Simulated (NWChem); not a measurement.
**BPH4 (SMILES BP): a first try and a second**

Aim: a single-point energy of BPH4 at CASSCF(6,8)/6-311G.

The results are computed with NWChem 7.3.0.

1 further run of the same task is left out (set aside as unsound or not needed).

### 1 Starting point

BPH4 has 6 atoms, charge 0, and is taken as a singlet. SMILES: `BP`. The coordinates come from a GFN2-xTB relaxation.

Bond lengths: B1–P2 1.841 Å, B1–H3 1.169 Å, B1–H4 1.169 Å, P2–H5 1.378 Å, P2–H6 1.378 Å. Angles: B1–P2–H5 103.7°, B1–P2–H6 103.7°, P2–B1–H3 119.5°, P2–B1–H4 119.5°, H5–P2–H6 96.8°, H3–B1–H4 120.3°.

### 2 The input as first written

Contents of test.nw:

```
start test
memory total 2200 mb
geometry units angstroms noautosym nocenter
zmatrix
  B
  P 1 1.841056
  H 1 1.168908 2 119.5001
  H 1 1.169039 3 120.3327 2 170.61125
  H 2 1.378261 1 103.69284 3 -145.03239
  H 2 1.378296 5 96.84472 1 -105.94952
end
end
basis "ao basis" spherical
* library 6-311G
end
scf
maxiter 50
noprint "final vectors analysis"
end
mcscf
active 8
actelec 6
multiplicity 1
maxiter 2
end
task mcscf energy
```

The run is started by

```sh
$ nwchem test.nw > test.out
```

Log:

```text
Northwest Computational Chemistry Package (NWChem) 7.3.0
             --------------------------------------------------------

           Job information
           ---------------

    nwchem branch   = 7.3.0
    use scalapack   = T
    input           = test.nw
    prefix          = test.
    data base       = ./test.db
    status          = startup
    nproc           =        1

           Memory information
           ------------------

    heap     =     72089594 doubles =      550.0 Mbytes
    stack    =     72089599 doubles =      550.0 Mbytes
    global   =    144179200 doubles =     1100.0 Mbytes (distinct from heap & stack)
    total    =    288358393 doubles =     2200.0 Mbytes
    verify   = yes
    hardfail = no

           Directory information
           ---------------------

  0 permanent = .
  0 scratch   = .

                                NWChem Input Module
                                -------------------

 Scaling coordinates for geometry "geometry" by  1.889725989
 (inverse scale =  0.529177249)

                             Geometry "geometry" -> ""
                             -------------------------

 Output coordinates in angstroms (scale by  1.889725989 to convert to a.u.)

[... 18 lines left out ...]
            Nuclear Dipole moment (a.u.)
[... 102 lines left out ...]
       Converge threshold:    1.00E-04
[... 61 lines left out ...]
           >>>| MCSCF energy:         -367.662750147343
[... 57 lines left out ...]
           >>>| MCSCF energy:         -367.683963689859
[... 1 line left out ...]
     --- Warning:   81 Hessian diagonals < 0.05 ---
[... 178 lines left out ...]
          Converged CI vector
[... 38 lines left out ...]
          Natural orbital occupation numbers
[... 42 lines left out ...]
       Final MCSCF results
[... 2 lines left out ...]
       Total MCSCF energy =   -367.701557623711
[... 4 lines left out ...]
                        Analysis of MCSCF natural orbitals
[... 251 lines left out ...]
  Mulliken analysis of the total density
  --------------------------------------

    Atom       Charge   Shell Charges
 -----------   ------   -------------------------------------------------------
    1 B    5     5.02   1.13  0.86  0.42  0.73  1.12  0.34  0.41
    2 P   15    15.04   0.79  1.18  0.92  1.06  0.88  0.95  2.02  3.89  0.64  2.18  0.54
    3 H    1     0.99   0.26  0.58  0.15
    4 H    1     0.99   0.26  0.58  0.15
    5 H    1     0.98   0.24  0.64  0.10
    6 H    1     0.98   0.24  0.64  0.10

    Mulliken analysis of the active space density
    ---------------------------------------------

    Atom       Charge   Shell Charges
 -----------   ------   -------------------------------------------------------
    1 B    5     1.53   0.00 -0.00  0.25  0.24  0.69  0.13  0.22
    2 P   15     2.98   0.00 -0.00  0.01 -0.01  0.17  0.20  0.05 -0.02  0.39  1.70  0.50
    3 H    1     0.32   0.09  0.19  0.03
    4 H    1     0.32   0.09  0.19  0.03
    5 H    1     0.43   0.10  0.27  0.06
    6 H    1     0.43   0.10  0.27  0.06
 ------------------------------------------------------------------------
 mcscf energy failed                                                                                0
 ------------------------------------------------------------------------
 ------------------------------------------------------------------------
  current input line :
    26: task mcscf energy
 ------------------------------------------------------------------------
 ------------------------------------------------------------------------
 This type of error is most commonly associated with calculations not reaching convergence criteria
 ------------------------------------------------------------------------

0:mcscf energy failed:Received an Error in Communication
  Errorcode: -1
```

It took 7.5 s on 1 thread of Intel Xeon Platinum 8488C (Sapphire Rapids), shared host; peak memory 0.1 GiB.

### 3 Reading the log

The run stopped without converging.

The log says `This type of error is most commonly associated with calculations not reaching convergence criteria`. What is wrong: the iteration cap is too low for convergence. To mend it: cas iter 30 in place of 2.

### 4 The mended input

Contents of test.nw:

```
start test
memory 2200 mb
geometry units angstroms noautosym nocenter
  zmatrix
    B
    P 1 1.841056
    H 1 1.168908 2 119.5001
    H 1 1.169039 3 120.3327 2 170.61125
    H 2 1.378261 1 103.69284 3 -145.03239
    H 2 1.378296 5 96.84472 1 -105.94952
  end
end
basis spherical
  * library 6-311G
end
scf
  maxiter 60
  noprint "final vectors analysis"
end
mcscf
  active 8
  actelec 6
  multiplicity 1
  maxiter 30
end
task mcscf energy
```

The run is started by

```sh
$ nwchem test.nw > test.out
```

Log:

```text
[...]
     --- Warning:   81 Hessian diagonals < 0.05 ---
     --- Conjugacy reset ---
[...]
     --- Warning:   46 Hessian diagonals < 0.05 ---
     --- Warning: Precondition failed to converge:Residue: current= 0.4D-01 required= 0.3D-01---
[...]
     --- Warning: Precondition failed to converge:Residue: current= 0.3D-01 required= 0.3D-01---
[...]
     --- Warning:   39 Hessian diagonals < 0.05 ---
     --- Warning: Precondition failed to converge:Residue: current= 0.4D-01 required= 0.3D-01---
[...]
     --- Warning:   38 Hessian diagonals < 0.05 ---
[...]
       Total MCSCF energy =   -367.726141285300
[...]
```

Wall time 41 s (1 thread of Intel Xeon Platinum 8488C (Sapphire Rapids), shared host); peak memory 0.1 GiB.

### 5 Outcome

Level: CASSCF(6,8)/6-311G.

| quantity | value |
| --- | --- |
| total energy | -367.72614 Eh |
| dipole moment (of the density that the program reports) | 1.13 D |
